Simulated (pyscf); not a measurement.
A first-order saddle from PySCF, ωB97X-D3(BJ)/def2-SVP:

```
O
O 1 1.3936
H 2 1.0280 1 103.31
C 1 1.4148 2 108.56 3 -75.33
H 4 1.0997 1 105.51 2 -177.59
H 4 1.1023 5 109.99 1 -119.75
H 4 1.1047 5 109.63 6 -120.96
O 3 1.4226 2 146.90 1 -63.66
H 8 0.9763 3 99.05 2 19.90
```
Charge 0, spin multiplicity 2.

Surface: doublet, charge 0. Lowest wavenumbers (cm⁻¹): 773i, 90, 153, 234, 276.

Problem. What reaction is this the transition state of?

Solution. `[CH3][O][O]` [doublet] + `[OH2]` <-> `[CH3][O][OH]` + `[OH]` [doublet], a hydrogen abstraction read from left to right: H–O broken and H–O formed. At ωB97M-D3(BJ)/def2-TZVP it lies +137.2 kJ/mol from the left side (each side as separated species at their lowest minima found). On the reactant side the descent ends in a complex, 20.1 kJ/mol under the separated species and 161.6 kJ/mol under the saddle at ωB97X-D3(BJ)/def2-TZVP. On the product side the descent ends in a complex, 26.8 kJ/mol under the separated species and 20.2 kJ/mol under the saddle at ωB97X-D3(BJ)/def2-TZVP. At ωB97M-D3(BJ) the saddle lies under the separated products, which points to a path from their complex (located at ωB97X-D3(BJ) alone), and parting the products costs more than the saddle. H₃C–O–O• lies 205.7 kJ/mol over its isomer HO–CH•–OH, and others may lie lower still (electronic energy, ωB97M-D3(BJ)). H₃C–O–OH lies 266.1 kJ/mol over its isomer HO–CH₂–OH, and others may lie lower still (electronic energy, ωB97M-D3(BJ)). One saddle was located; it need not be the lowest between these sides. The angle at the transferred H is 147°. Left out: the spin-orbit lowering of OH.
